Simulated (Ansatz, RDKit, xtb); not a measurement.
**C2H4OS: which of the isomers drawn lies lowest?**

Which of a sample of isomers of C2H4OS is the most stable in the gas at 298.15 K, and what are its properties? The sample is small against all isomers, and the most stable one of this formula need not be in it.

The funnel: GFN2-xTB relaxations, single points with a density functional, relaxations at r2SCAN-D4/def2-SVP, harmonic vibrations, and a last energy at a higher level. All values are calculated.

### 1 Drawing up candidates

Isomers were taken from a list of plausible structures; this is a sample, not all of them. That gives 5 candidates.

```
label   SMILES     spin
 c010  CC(=O)S  singlet
 c091    COC=S  singlet
 c141    O=CCS  singlet
 c961    OCC=S  singlet
 c966  CC(O)=S  singlet
```

Candidates are built by distance geometry, with a force field where one applies, in up to four conformers (letters a to d).

Q: Predict the outcome of this search (final energies at CCSD(T)/def2-TZVP).

| quantity | value |
| --- | --- |
| lowest structure found | CC(=O)S, singlet, C1 |
| next finalist | CC(O)=S, singlet, 12.2 kcal/mol higher in G |
| share at equilibrium, among the finalists | 100.0 % |
| harmonic wavenumbers, lowest and highest (r2SCAN-D4/def2-SVP) | 34 and 3182 cm⁻¹ |
| rotational constants, same geometry | 0.3285, 0.1626, 0.111 cm⁻¹ |

The search ends on `CC(=O)S`. Among the finalists first place is clear (12.2 kcal/mol); structures outside the list aren't covered. GFN2-xTB, HF/STO-3G, r2SCAN-D4/def2-SVP, r2SCAN-D4/def2-SVP, relaxed, HF/def2-TZVP and MP2/def2-TZVP already put its bonding pattern lowest among the structures in one piece. One minimum inside the window was never screened. The search is not exhaustive (a finite list of starts, one conformer a finalist), so a lower isomer can't be ruled out. Only 5 drawn patterns were tried, so whole families of isomers are missing, and the result ranks this sample alone.
